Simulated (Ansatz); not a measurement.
# Cobalt (dhcp) across density functionals

All rows: Ansatz, plane waves with scalar-relativistic PAW, 420 eV (500 eV for the SCAN forms), relaxed under each functional, no dispersion correction, no zero-point motion. B₀ comes from uniform scaling at fixed shape; a dash is a value not given.

```
functional  V (Å³/atom)                                    cell  B₀ (GPa)                       magnetic state  ΔE to hcp (meV/atom)
       PBE        10.89  a = 2.495 Å, c = 8.082 Å (c/a = 3.239)       211  ferromagnetic, net 1.64 μB per atom                     4
  m-r²SCAN        10.43  a = 2.459 Å, c = 7.970 Å (c/a = 3.242)       240  ferromagnetic, net 1.59 μB per atom                     6
    PBEsol        10.38  a = 2.455 Å, c = 7.955 Å (c/a = 3.241)       246  ferromagnetic, net 1.60 μB per atom                     8
       LDA        10.03  a = 2.427 Å, c = 7.865 Å (c/a = 3.241)       270  ferromagnetic, net 1.55 μB per atom                    11
      RPBE        11.22  a = 2.519 Å, c = 8.172 Å (c/a = 3.245)       190  ferromagnetic, net 1.67 μB per atom                     2
      BLYP        11.39  a = 2.534 Å, c = 8.194 Å (c/a = 3.234)       184  ferromagnetic, net 1.64 μB per atom                     3
```

Q: What does r²SCAN give?

A: V (Å³/atom): 10.69; cell: a = 2.472 Å, c = 8.082 Å (c/a = 3.270); B₀ (GPa): 224; magnetic state: ferromagnetic, net 1.79 μB per atom; ΔE to hcp (meV/atom): -12.

m-r²SCAN is r²SCAN on the gauge-invariant kinetic-energy density; without spin polarisation the two are equal.
